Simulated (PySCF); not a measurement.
How methods differ on the electron affinity of Si

Si⁻ [Ne] 3s2 3p3 (4S) → Si [Ne] 3s2 3p2 (3P), as a difference of total energies. Computed with PySCF 2.14 in aug-cc-pCVTZ-DK with one added diffuse shell each of s, p, d, f type (9s8p6d4f, 91 functions), with scalar relativity by spin-free X2C-1e. Correlated levels: valence: [Ne] frozen. The calculations carry no spin-orbit coupling.

```json
{"method": "UHF", "electron affinity (eV)": "0.845", "plus first-order spin-orbit estimate": "0.829", "error of that sum (eV)": "-0.561"}
{"method": "MP2 (valence)", "electron affinity (eV)": "1.382", "plus first-order spin-orbit estimate": "1.366", "error of that sum (eV)": "-0.024"}
{"method": "SCS-MP2 (valence)", "electron affinity (eV)": "1.200", "plus first-order spin-orbit estimate": "1.184", "error of that sum (eV)": "-0.206"}
{"method": "CCSD (valence)", "electron affinity (eV)": "1.321", "plus first-order spin-orbit estimate": "1.305", "error of that sum (eV)": "-0.085"}
{"method": "CCSD(T) (valence)", "electron affinity (eV)": "1.381", "plus first-order spin-orbit estimate": "1.365", "error of that sum (eV)": "-0.025"}
```

Reference: 1.390 eV (measured; photodetachment measurements, as compiled on the Wikipedia data page of electron affinities).

A first-order spin-orbit estimate (lowest level to lowest level, LS coupling) adds -0.016 eV.

Errors of the correlated levels include the incompleteness of this basis and the frozen core.
